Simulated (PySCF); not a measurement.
# BC: energy against distance

Set-up: basis B aug-cc-pVDZ, C aug-cc-pVDZ; no relativity; PySCF 2.14. Energies in eV from B + C in their ground configurations at the same level. State: ⁴Σ⁻ (quartet), unpaired electrons σ ↑, π ↑↑.

All columns are M06-L. A positive dipole means B(−)C(+).

```csv
R (Å),E (eV),μ (D),Mulliken charge on B (basis-dependent),HOMO (eV),LUMO (eV),Mayer bond order,⟨S²⟩
1.284,-3.887,-1.90,-0.26,-6.50,-5.42,1.82,3.76
1.344,-4.416,-1.81,-0.19,-6.65,-5.25,1.83,3.76
1.403,-4.704,-1.71,-0.13,-6.77,-5.12,1.83,3.76
1.448,-4.804,-1.63,-0.09,-6.79,-5.04,1.82,3.76
1.493,-4.828,-1.53,-0.05,-6.82,-4.97,1.80,3.76
1.538,-4.795,-1.42,-0.01,-6.84,-4.88,1.77,3.76
1.597,-4.686,-1.25,0.02,-6.87,-4.73,1.71,3.76
1.672,-4.479,-1.06,0.07,-6.88,-4.51,1.63,3.76
1.762,-4.166,-0.96,0.12,-6.88,-4.34,1.54,3.76
1.881,-3.701,-0.98,0.16,-6.74,-4.27,1.41,3.76
```

A fit through these points gives, at Re = 1.488 Å, μ = -1.54 D and dμ/dR = 2.26 D/Å; the reduced mass is 5.742 u.

How strong is the fundamental in the double-harmonic approximation, I = 42.26·(dμ/dR)²/μred km/mol?

I = 42.26·(2.26)²/5.742 = 37.6 km/mol at M06-L.

The state was picked by a PBE0 search and need not be the measured ground state.
